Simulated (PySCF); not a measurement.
Molfile (atoms numbered from 1):
```
CHClF2
     RDKit          3D

  5  4  0  0  0  0  0  0  0  0999 V2000
   -0.0290   -1.3454   -0.0763 F   0  0  0  0  0  0  0  0  0  0  0  0
   -0.0167   -0.0294    0.1078 C   0  0  0  0  0  0  0  0  0  0  0  0
    1.1821    0.3242    0.5588 F   0  0  0  0  0  0  0  0  0  0  0  0
   -0.3431    0.7927   -1.4237 Cl  0  0  0  0  0  0  0  0  0  0  0  0
   -0.7932    0.2579    0.8334 H   0  0  0  0  0  0  0  0  0  0  0  0
  1  2  1  0
  2  3  1  0
  2  4  1  0
  2  5  1  0
M  END
```

Level of theory: PBE0-D3(BJ)/def2-SVP geometry, shielding tensors at KT3/pcSseg-2 (GIAO), in PySCF 2.14 (no relativistic terms, gas phase, one conformer, averaged over atoms made equivalent by symmetry, fast rotation or ring inversion).

Shifts are taken against calculated references (same method and geometry level): TMS for ¹³C, ¹H; ¹⁹F against CFCl3; HCl for ³⁵Cl.

```json
{"atoms": "F1/F3", "nucleus": "¹⁹F", "count": "2", "δ (ppm)": "?"}
{"atoms": "C2", "nucleus": "¹³C", "count": "1", "δ (ppm)": "?"}
{"atoms": "Cl4", "nucleus": "³⁵Cl", "count": "1", "δ (ppm)": "308"}
{"atoms": "H5", "nucleus": "¹H", "count": "1", "δ (ppm)": "7.40"}
```

**Question.** Estimate the values marked ?.

**Answer.** 
- C2: 128.2 ppm, sp3 CH bonded to Cl and 2 F; 3 electronegative neighbours deshield it
- F1/F3: -89.7 ppm, fluorine of a CF2 group

Carbons that carry Cl, above all several Cl atoms, come out too deshielded, partly because spin–orbit coupling is missing. Shifts are as computed, not scaled to solution data. Of 1211 compounds with measured shifts, 218 miss one by over three times the rms of a fit or turn the order of signals round; such compounds aren't used in these exercises. Unscaled 19F shifts against computed CFCl3 carry errors that often reach 10 to 50 ppm.
